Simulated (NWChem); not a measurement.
# CHFO (formyl fluoride) at B3LYP/def2-TZVPP

What is the vertical singlet–triplet gap of CHFO (formyl fluoride) at B3LYP/def2-TZVPP? 

The results are computed with NWChem 7.3.0.

4 further runs of the same task are left out: 4 set aside as unsound or not needed. Runs told in other sessions of the task aren't counted.

## (1) The structure to begin with

The species is CHFO (4 atoms), meant as a singlet with charge 0. As SMILES, `O=CF`. The coordinates come from a PBE0-D4/def2-TZVP relaxation.

Bond lengths: O1–C2 1.174 Å, C2–F3 1.336 Å, C2–H4 1.097 Å. Angles: O1–C2–F3 122.9°, O1–C2–H4 127.8°, F3–C2–H4 109.3°.

## (2) Energy and forces at B3LYP/def2-TZVPP

chfo.nw reads:

```
start chfo
title "CHFO B3LYP"
memory stack 880 mb heap 220 mb global 1100 mb

geometry units angstroms noautosym nocenter noautoz
O     -0.889340     0.201180     0.827740
C     -0.046400     0.067520     0.021620
F      0.585200    -1.091810    -0.181820
H      0.350540     0.823120    -0.667550
end

basis spherical bse
* library def2-TZVPP
end

dft
xc b3lyp
grid fine
convergence energy 1e-08
maxiter 100
mulliken
print low
end

task dft gradient
```

Run with:

```console
$ nwchem chfo.nw > chfo.out
```

The log of the run:

```text
[...]
 d= 0,ls=0.0,diis     1   -213.7331359049 -2.81D+02  1.03D-02  1.34D+00     2.1
[...]
 d= 0,ls=0.0,diis    10   -213.8668220562 -2.14D-09  2.50D-07  5.42D-09    17.2
         Total DFT energy =     -213.866822056213
      One electron energy =     -428.438292770898
           Coulomb energy =      171.742294560572
    Exchange-Corr. energy =      -24.836332528288
 Nuclear repulsion energy =       67.665508682400
[...]
      Total Density - Mulliken Population Analysis
     ---------------------------------------------
    Atom       Charge   Shell Charges
 -----------   ------   -------------------------------------------------------
    1 O    8     8.20   0.79  1.18  0.62  0.89  0.33  1.90  1.74  0.72  0.00  0.03  0.00
    2 C    6     5.74   0.86  1.12  0.57  0.53  0.07  1.25  0.91  0.18  0.06  0.18  0.03
    3 F    9     9.16   0.77  1.20  0.62  0.97  0.34  2.29  2.10  0.86  0.00  0.01  0.00
    4 H    1     0.89   0.28  0.44  0.15  0.01  0.02  0.00
[...]
                         DFT ENERGY GRADIENTS
    atom               coordinates                        gradient
                 x          y          z           x          y          z
   1 O      -1.680609   0.380175   1.564202    0.004128  -0.001002  -0.003817
   2 C      -0.087683   0.127594   0.040856   -0.000468  -0.007231   0.003211
   3 F       1.105868  -2.063222  -0.343590   -0.004199   0.007311   0.001503
   4 H       0.662425   1.555471  -1.261487    0.000540   0.000922  -0.000897
 Task  times  cpu:       29.8s     wall:       29.8s
 Total times  cpu:       29.8s     wall:       29.8s
```

Wall time 31 s (1 thread of Intel Xeon Platinum 8223CL at 3.00GHz (Skylake/Cascade Lake), shared host); peak memory 0.12 GiB.

## (3) The triplet: the energy at UB3LYP/def2-TZVPP

geom.nw reads:

```
start geom
memory total 2200 mb

geometry units angstrom noautosym nocenter noautoz
   O    -0.889340    0.201180    0.827740
   C    -0.046400    0.067520    0.021620
   F     0.585200   -1.091810   -0.181820
   H     0.350540    0.823120   -0.667550
end

basis spherical bse
   * library def2-TZVPP
end

dft
   xc b3lyp
   mult 3
   grid fine
   convergence energy 1e-08
   maxiter 100
   mulliken
   print low
end

task dft energy
```

Run with:

```console
$ nwchem geom.nw > geom.out
```

The log of the run:

```text
[...]
 d= 0,ls=0.0,diis     1   -213.5840654625 -2.81D+02  4.45D-03  2.27D-01     2.6
[...]
 d= 0,ls=0.0,diis    13   -213.6687459286 -3.72D-09  1.83D-07  6.19D-10    29.1
[...]
         Total DFT energy =     -213.668745928645
      One electron energy =     -428.145469305420
           Coulomb energy =      171.680758736093
    Exchange-Corr. energy =      -24.869544041718
 Nuclear repulsion energy =       67.665508682400
[...]
      Total Density - Mulliken Population Analysis
     ---------------------------------------------
    Atom       Charge   Shell Charges
 -----------   ------   -------------------------------------------------------
    1 O    8     7.99   0.79  1.18  0.63  0.92  0.32  1.88  1.67  0.57  0.00  0.03  0.00
    2 C    6     5.98   0.85  1.12  0.52  0.49  0.08  1.37  1.04  0.29  0.05  0.13  0.03
    3 F    9     9.18   0.77  1.20  0.62  0.97  0.36  2.29  2.09  0.87  0.00  0.02  0.00
    4 H    1     0.85   0.26  0.43  0.12  0.01  0.04  0.00
[...]
      <S2> =      2.0059 (Exact =     2.0000)
[...]
```

It took 30 s on 1 thread of Intel Xeon Platinum 8223CL at 3.00GHz (Skylake/Cascade Lake), shared host; peak memory 0.12 GiB.

## (4) Results

At B3LYP/def2-TZVPP:

```
                                        quantity          value
                           singlet: total energy  -213.86682 Eh
               singlet: largest force on an atom     0.440 eV/Å
                           triplet: total energy  -213.66875 Eh
                                   triplet: ⟨S²⟩          2.006
vertical energy of the triplet above the singlet       5.390 eV
```

**Reading.** At this shape the triplet lies 5.39 eV (520 kJ/mol) above the singlet. The largest force (singlet) is 0.44 eV/Å: the shape isn't a stationary point for this species at this level.
